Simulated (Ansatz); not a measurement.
# BH2F: basis-set convergence

One table from this session's results is given with a row withheld; the runs are named, their logs left out.

Method: one geometry, several basis sets; program: Ansatz 0.2.0, Gaussian basis.

Levels to be run: PBE0-D4/def2-SVP; ωB97M-V/def2-SVP; PBE0-D4/def2-QZVPP; ωB97M-V/def2-QZVPP; CCSD(T)/cc-pV(D+d)Z; CCSD(T)/cc-pV(T+d)Z; CCSD(T)/cc-pV(Q+d)Z; the functionals' def2-TZVPP values are taken from earlier runs.

## The geometry

An earlier PBE0-D4 in a triple-zeta def2 set relaxation fixed the geometry.

SMILES `BF`, 4 atoms, charge 0, spin multiplicity 1.

Atoms are counted from 1 here; the program's logs count them from 0.

Bond lengths: B1–F2 1.317 Å, B1–H3 1.197 Å, B1–H4 1.198 Å. Angles: F2–B1–H3 117.8°, F2–B1–H4 117.8°, H3–B1–H4 124.4°.

The first run:

The input, in.yaml:

```yaml
crystal:
  periodic: [false, false, false]
  atoms:
    - {symbol: B, position_ang: [-0.027251, -0.003983, -0.030836]}
    - {symbol: F, position_ang: [1.061163, -0.296704, 0.649862]}
    - {symbol: H, position_ang: [-1.012481, -0.649130, 0.186214]}
    - {symbol: H, position_ang: [0.034170, 0.889617, -0.825640]}
basis:
  gaussian: {orbitals: def2-SVP}
hamiltonian: {xc: pbe0, dispersion: d4}
output: {orbitals: {seedname: orbitals}}
```

Among the steps run: PBE0-D4 in def2-SVP; ωB97M-V in def2-SVP; PBE0-D4 in def2-QZVPP; ωB97M-V in def2-QZVPP.

One table of the session follows, with a row left open; its other results are not shown here.

It belongs to the step «Density functionals: the series». 

| functional | basis | HOMO (eV) |
| --- | --- | --- |
| PBE0-D4 | def2-SVP | -9.24 |
| PBE0-D4 | def2-TZVPP | ? |
| PBE0-D4 | def2-QZVPP | -9.34 |
| ωB97M-V | def2-SVP | -11.56 |
| ωB97M-V | def2-TZVPP | -11.70 |
| ωB97M-V | def2-QZVPP | -11.72 |

Q: Estimate the row for PBE0-D4, def2-TZVPP from the others.

The run gave: HOMO (eV): -9.32. In the column «HOMO (eV)» it lies between PBE0-D4, def2-QZVPP (-9.34) and PBE0-D4, def2-SVP (-9.24).
